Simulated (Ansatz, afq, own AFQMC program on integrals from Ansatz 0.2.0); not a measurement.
AFQMC, coupled cluster and functionals along a coordinate of H₃O⁻, triplet

```yaml
atoms:
  - { symbol: O, position_ang: [0.0539, -0.0023, 0.0000] }
  - { symbol: H, position_ang: [-0.2773, 0.9344, 0.0000] }
  - { symbol: H, position_ang: [-0.2892, -0.4486, 0.8837] }
  - { symbol: H, position_ang: [-0.2892, -0.4486, -0.8837] }
```

All coordinates are scaled about the centre. Energies in mEh count from this geometry (1.000) at the same level; the start stands on UHF, each point on the determinant named.

Basis 6-31++G**. Only valence electrons are correlated. Integrals, coupled cluster, full CI and functionals: Ansatz 0.2.0; the random walks run on the same integrals in our own AFQMC program. The CISD trial takes its coefficients from CCSD amplitudes. Released means that phaseless walkers are propagated on without the constraint, phases kept. Error bars are statistical, one sigma.

Cautions, each for one point or more: CCSDT(Q) on the ROHF determinant differs, by its state or its frozen core; a spin-contaminated unrestricted determinant lies lower; higher spins were not checked; lower spins were not checked; strong correlation; the search met a lower determinant of the same kind, perhaps of another symmetry; unrestricted determinant spin contaminated; walk and cluster series may follow different spin states.

| scale of all distances | det. | T1 | weight | ⟨S²⟩ | B2PLYP | B3LYP | CCSD(T) |
| --- | --- | --- | --- | --- | --- | --- | --- |
| 0.877 | UHF | 0.014 | 0.94 | 2.00 | 35.1 | 37.9 | 32.4 |
| 1.116 | UHF | 0.020 | 0.91 | 2.00 | 16.0 | 13.7 | 19.4 |
| 1.302 | UHF | 0.032 | 0.88 | 2.02 | 65.8 | 61.6 | 72.6 |
| 1.498 | ROHF | 0.062 | 0.81 | pure | 117.1 | 110.9 | 120.1 |
| 1.737 | ROHF¶ | 0.093 | 0.72 | pure | 172.4§ | 159.6§ | 160.1 |
| 2.038 | UHF¶ | 0.059 | 0.81 | 2.97 | 200.2§ | 192.8§ | 201.2 |
| 2.442 | UHF¶ | 0.057 | 0.86 | 3.03 | 221.3§ | 215.4§ | 224.5 |

(1) Estimate the curve of phaseless AFQMC with a CISD trial, counted from the same start.

Results:

(1) 
```json
{"scale of all distances": "0.877", "det.": "UHF", "T1": "0.014", "weight": "0.94", "⟨S²⟩": "2.00", "ph-AFQMC/CISD": "32.6 ± 0.5", "released AFQMC": "33.3 ± 0.5", "CCSDT(Q)": "32.7"}
{"scale of all distances": "1.116", "det.": "UHF", "T1": "0.020", "weight": "0.91", "⟨S²⟩": "2.00", "ph-AFQMC/CISD": "20.2 ± 0.6", "released AFQMC": "–", "CCSDT(Q)": "19.0"}
{"scale of all distances": "1.302", "det.": "UHF", "T1": "0.032", "weight": "0.88", "⟨S²⟩": "2.02", "ph-AFQMC/CISD": "72.7 ± 0.9", "released AFQMC": "71.7 ± 1.1", "CCSDT(Q)": "71.3"}
{"scale of all distances": "1.498", "det.": "ROHF", "T1": "0.062", "weight": "0.81", "⟨S²⟩": "pure", "ph-AFQMC/CISD": "118.9 ± 1.3", "released AFQMC": "117.4 ± 1.7*", "CCSDT(Q)": "118.1"}
{"scale of all distances": "1.737", "det.": "ROHF¶", "T1": "0.093", "weight": "0.72", "⟨S²⟩": "pure", "ph-AFQMC/CISD": "162.6 ± 1.9", "released AFQMC": "157.1 ± 3.1*", "CCSDT(Q)": "157.8"}
{"scale of all distances": "2.038", "det.": "UHF¶", "T1": "0.059", "weight": "0.81", "⟨S²⟩": "2.97", "ph-AFQMC/CISD": "198.9 ± 1.3", "released AFQMC": "197.7 ± 1.8*", "CCSDT(Q)": "192.6"}
{"scale of all distances": "2.442", "det.": "UHF¶", "T1": "0.057", "weight": "0.86", "⟨S²⟩": "3.03", "ph-AFQMC/CISD": "227.3 ± 1.1", "released AFQMC": "223.0 ± 1.9*", "CCSDT(Q)": "–"}
```

Weight is that of the determinant in the CISD state; at the start T1 is 0.018 and the weight 0.93, and ⟨S²⟩ is 2.00. ¶ marks points with a poor determinant and no full CI, where no value is sure; they don't count among the departures. An asterisk marks released energies that aren't shown to be converged. A dash marks a missing value, a released energy that hasn't settled or a functional that sits on another state. § marks a functional whose ⟨S²⟩ is too high by over 0.1. Largest departures from phaseless AFQMC with a CISD trial: CCSD(T) 1.1 mEh at 1.498 (on ROHF) (within the noise), released AFQMC -1.0 mEh at 1.302 (on UHF) (within the noise), CCSDT(Q) -1.3 mEh at 1.302 (on UHF) (within the noise), B2PLYP -6.9 mEh at 1.302, B3LYP -11.1 mEh at 1.302. The walk's constraint bias lies outside its error bars, so these are departures and not errors. Functionals count only at points shown to share the start's state and spin. In this small basis the wave-function levels are far from their limit, so their gap to the functionals isn't the functionals' error.

CCSDT and higher add their correlation energy to the determinant of the CCSD(T) run, since their own runs factorise the integrals more tightly (a shift of under 2 meV). A walk keeps the symmetry of its determinant, which the program's search chose and which needn't be the lowest solution, so a lower state of the same spin and another symmetry isn't excluded.
